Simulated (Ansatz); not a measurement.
## CH₂O, singlet in STO-3G: errors against full CI

Geometry: MP2(full)/6-31G*, from the G2/97 set.

```xyz
4

O     0.0000    0.0000    0.6094
C     0.0000    0.0000   -0.6107
H     0.0000    0.9344   -1.1982
H     0.0000   -0.9344   -1.1982
```

Basis STO-3G; Ansatz 0.2.0. Only valence electrons are correlated (noble-gas cores frozen), which leaves 12 electrons in 10 orbitals. R marks a restricted (for open shells ROHF) determinant, U an unrestricted one. Active spaces: valence = (12e, 10o) chosen from the atoms' valence shells.

Full CI is exact within this basis and frozen core; it isn't the basis-set limit. The frozen core follows each run's orbitals, which can shift R against U totals by a few meV.

Unrestricted rows (U) aren't spin-pure: their determinants' ⟨S²⟩ exceeds S(S+1) by up to 0.32, so they mix in states of higher spin.

* UHF ⟨S²⟩: 0.315
* T1 diagnostic (RCCSD): 0.0097
* largest doubles amplitude (RCCSD): 0.217

| level | E − E(full CI) (kcal/mol) | share of correlation (%) | wall time |
| --- | --- | --- | --- |
| RHF | 91.62 | 0.00 | – |
| UHF | 87.81 | 4.16 | 0.09 s |
| RMP2 | 17.66 | 80.72 | – |
| CISD | 5.91 | 93.55 | 0.09 s |
| RCCSD | 1.68 | 98.17 | – |
| RCCSD(T) | 0.49 | 99.47 | 0.18 s |
| BCCD(T) | 0.50 | 99.46 | 0.24 s |
| RCCSDT | 0.24 | 99.73 | – |
| CISDTQ | 0.19 | 99.79 | 0.49 s |
| RCCSDT(Q) | 0.05 | 99.94 | 0.51 s |
| RCCSDTQ | 0.02 | 99.98 | 2.4 s |

The correlation energy at full CI, counted from RHF, is -3.973 eV. That run took 0.48 s on 1 thread of AMD EPYC 7R13, shared host over 11,148 determinants.

Run but not shown, since their state or frozen core can't be matched to the reference's or they repeat it: CASSCF (valence space), NEVPT2 (valence space), MRCISD (valence space), MRCISD+Q (valence space).

Times hold each run's SCF and search for its determinant on a shared host, so for small cases they say little of a method's own cost; they ran on 1 thread of AMD EPYC 7R13.

The full-CI state has the irrep A1 of C2v, in the program's axes.

Natural occupations of full CI about the gap: 1.991 1.982 1.976 1.975 1.890 0.113 0.029 0.026 0.021; effectively unpaired electrons, Σ n²(2−n)², 0.10.

Atomization energy (electronic, same basis, no zero-point term; atoms at the same level, unrestricted beside the R rows where the molecule is a closed shell, with restricted open-shell steps beyond CCSDT(Q)) at full CI: 1429.2 kJ/mol. Errors of other levels:

| level | error (kJ/mol) |
| --- | --- |
| RHF | -330.2 |
| UHF | -314.3 |
| RMP2 | -46.6 |
| CISD | -24.7 |
| RCCSD | -7.0 |
| RCCSD(T) | -2.0 |
| BCCD(T) | -2.1 |
| RCCSDT | -1.0 |
| CISDTQ | -0.8 |
| RCCSDT(Q) | -0.2 |
| RCCSDTQ | -0.1 |

This basis is far from its limit, so the value isn't to be set against a measured one. Truncated CI isn't size-consistent, which counts against it in atomization.
